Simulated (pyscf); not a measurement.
Single points on ωB97X-D3(BJ)/def2-SVP structures (PySCF, gas phase).

Task: Estimate the classical barrier height and the reaction energy of H₂Si⁺–Cl + hydrogen (H₂) -> SiH₃⁺ + hydrogen chloride (HCl) at ωB97X-D3(BJ)/def2-TZVP. The step runs on the singlet surface, breaks Cl–Si, H–H and forms H–Si, Cl–H; take the separated reactants as zero.

Result: ΔE‡ = 15.8 kcal/mol, ΔE = +24.5 kcal/mol. ωB97M-D3(BJ)/def2-TZVP gives 16.0 kcal/mol and +22.8 kcal/mol. Zero-point energy shifts the barrier by +3.0 kcal/mol. It is a four-centre exchange, with an imaginary mode of 1352i cm⁻¹. On the reactant side the descent ends in a bound adduct, 10.9 kcal/mol under the separated species and 26.6 kcal/mol under the saddle at ωB97X-D3(BJ)/def2-TZVP. On the product side the descent ends in an adduct with a Cl–Si contact, 36.8 kcal/mol under the separated species and 28.1 kcal/mol under the saddle at ωB97X-D3(BJ)/def2-TZVP. At ωB97X-D3(BJ) the saddle lies under the separated products, which points to a path from their complex (located at ωB97X-D3(BJ) alone), and parting the products costs more than the saddle. What is counted as broken (Cl–Si) persists as a longer contact in the product adduct; parting that adduct is a step of its own. One saddle was located; it need not be the lowest between these sides.
